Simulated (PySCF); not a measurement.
# One shape, several levels: doublet [PH3]+

We compute a comparison of 4 runs (U-r2SCAN/6-31G, UM06-2X/6-31G, NEVPT2(7,7)/6-31G, UCCSDT/6-31G) of doublet [PH3]+. The job is set up through a Python script.

The results are computed with PySCF 2.14.0.

6 further runs of the same task are left out: 6 set aside as unsound or not needed.

## (1) The system as given

[PH3]+: 4 atoms, total charge +1, spin state doublet. SMILES of the parent species: `P`. Geometry: relaxed at PBE0-D4/def2-TZVP. That shape belongs to the parent species and isn't relaxed for this state.

Bond lengths: P1–H2 1.420 Å, P1–H3 1.420 Å, P1–H4 1.420 Å. Angles: H2–P1–H3 93.1°, H2–P1–H4 93.1°, H3–P1–H4 93.1°.

## (2) The energy at U-r2SCAN/6-31G (run 1)

File job.py:

```python
from pyscf import gto, dft

mol = gto.M(
    atom='''
P    0.346000  -0.326500  -0.332800
H    0.630900  -0.034000   1.027000
H   -1.005500  -0.663000  -0.057200
H    0.028700   1.023500  -0.636900
''',
    spin=1,
    basis='6-31g',
    verbose=3,
    max_memory=1860,
    charge=1,
)

mf = dft.UKS(mol)
mf.xc = 'r2scan'
mf.conv_tol = 1e-10
mf.grids.level = 5
mf.kernel()
if not mf.converged:
    mf = mf.newton().run(mf.mo_coeff, mf.mo_occ)

energy = mf.e_tot
print('Final energy', energy)
```

The run is started by

```sh
OMP_NUM_THREADS=1 python job.py
```

The program printed:

```text
WARN: HOMO -0.294987770686185 >= LUMO -0.294987770686183

converged SCF energy = -342.668118972959  <S^2> = 0.75248649  2S+1 = 2.0024849
Final energy -342.66811897295884
```

Wall time 3.9 s (1 thread of Arm Neoverse V2, shared host); peak memory 0.2 GiB.

## (3) A single-point energy at UM06-2X/6-31G (run 2)

File run.py:

```python
from pyscf import gto, dft

mol = gto.M(
    atom='P 0.346000 -0.326500 -0.332800; H 0.630900 -0.034000 1.027000; H -1.005500 -0.663000 -0.057200; H 0.028700 1.023500 -0.636900',
    verbose=4,
    max_memory=1860,
    basis='6-31g',
    spin=1,
    charge=1,
)

myscf = dft.UKS(mol)
myscf.xc = 'm06-2x'
myscf.grids.level = 5
myscf.conv_tol = 1e-10
myscf.kernel()
if not myscf.converged:
    myscf = myscf.newton().run(myscf.mo_coeff, myscf.mo_occ)

etot = myscf.e_tot
print('Final energy', etot)
```

The run is started by

```sh
OMP_NUM_THREADS=1 python run.py
```

The program printed:

```text
PySCF version 2.14.0

[INPUT] num. atoms = 4
[INPUT] num. electrons = 17
[INPUT] charge = 1
[INPUT] spin (= nelec alpha-beta = 2S) = 1
[INPUT] symmetry False subgroup None
[INPUT] Mole.unit = angstrom
[INPUT] Symbol           X                Y                Z      unit          X                Y                Z       unit  Magmom
[INPUT]  1 P      0.346000000000  -0.326500000000  -0.332800000000 AA    0.653845239100  -0.616995579670  -0.628900854255 Bohr   0.0
[INPUT]  2 H      0.630900000000  -0.034000000000   1.027000000000 AA    1.192228211988  -0.064250688235   1.940748729928 Bohr   0.0
[INPUT]  3 H     -1.005500000000  -0.663000000000  -0.057200000000 AA   -1.900119618250  -1.252888420587  -0.108092334325 Bohr   0.0
[INPUT]  4 H      0.028700000000   1.023500000000  -0.636900000000 AA    0.054235139775   1.934134688492  -1.203566568735 Bohr   0.0

nuclear repulsion = 17.5426218499292
number of shells = 13
number of NR pGTOs = 58
number of NR cGTOs = 19
basis = 6-31g
ecp = {}

[... 35 lines left out ...]
WARN: HOMO -0.305455956664905 >= LUMO -0.305455956664906
[... 38 lines left out ...]
converged SCF energy = -342.66003290575  <S^2> = 0.75179451  2S+1 = 2.0017937
Final energy -342.6600329057495
```

Run time: 3.9 s. Hardware: 1 thread of Arm Neoverse V2, shared host; peak memory 0.2 GiB.

Run 3 isn't shown in full; the table further down has it.

## (4) The energy at UCCSDT/6-31G (run 4)

File input.py:

```python
from pyscf import gto, scf, cc

mol = gto.M(
    atom=[
    ('P', (0.346000, -0.326500, -0.332800)),
    ('H', (0.630900, -0.034000, 1.027000)),
    ('H', (-1.005500, -0.663000, -0.057200)),
    ('H', (0.028700, 1.023500, -0.636900)),
],
    spin=1,
    verbose=3,
    max_memory=1860,
    charge=1,
    basis='6-31g',
)

mf = scf.UHF(mol)
mf.conv_tol = 1e-10
mf.kernel()
if not mf.converged:
    mf = mf.newton().run(mf.mo_coeff, mf.mo_occ)

mycc = cc.CCSDT(mf, frozen=5)
mycc.kernel()
etot = mycc.e_tot
print('E = %.10f Eh' % etot)
```

The run is started by

```sh
OMP_NUM_THREADS=1 python input.py
```

The program printed:

```text
converged SCF energy = -342.045728447206  <S^2> = 0.75552192  2S+1 = 2.0055143
_make_eris_incore_UCCSDT

WARN: A large `blksize_v_aaa` is being used, which may cause large memory consumption
      for storing contraction intermediates. If memory is sufficient, consider using
      `pyscf.cc.uccsdt_highm.UCCSDT` instead.

WARN: A large `blksize_v_aab` is being used, which may cause large memory consumption
      for storing contraction intermediates. If memory is sufficient, consider using
      `pyscf.cc.uccsdt_highm.UCCSDT` instead.

UCCSDT converged
E(UCCSDT) = -342.1225089620799   E_corr = -0.07678051487414925
E_corr(same-spin) = -0.00446417126972015
E_corr(oppo-spin) = -0.0723163436044291
E = -342.1225089621 Eh
```

It took 1.1 s on 1 thread of Arm Neoverse V2, shared host; peak memory 0.11 GiB.

## (5) The series

```
run              level  integration grid      active selection  energy (Eh)  HOMO energy (eV)  LUMO energy (eV)   ⟨S²⟩  wall time
  1     U-r2SCAN/6-31G                 5                     –  -342.668119            -16.81            -13.70  0.752      3.9 s
  2      UM06-2X/6-31G                 5                     –  -342.660033            -18.68            -12.21  0.752      3.9 s
  3  NEVPT2(7,7)/6-31G                 –  mp2 natural orbitals  -342.121576                 –                 –      –      1.1 s
  4       UCCSDT/6-31G                 –                     –  -342.122509            -21.13             -8.61  0.756      1.1 s
```

## (6) Results

```
                                                         quantity          value
                                              run 4: total energy  -342.12251 Eh
run 4: HOMO energy (Hartree–Fock orbitals) (highest over α and β)      -21.13 eV
 run 4: LUMO energy (Hartree–Fock orbitals) (lowest over α and β)       -8.61 eV
               run 4: correlation energy (5 core orbitals frozen)      -76.8 mEh
                         run 4: ⟨S²⟩ of the reference determinant          0.756
                                             run 4: T1 diagnostic          0.006
```

What this shows: Totals of different functionals can't be ranked against each other. All runs together took 10 s, the longest 3.9 s.
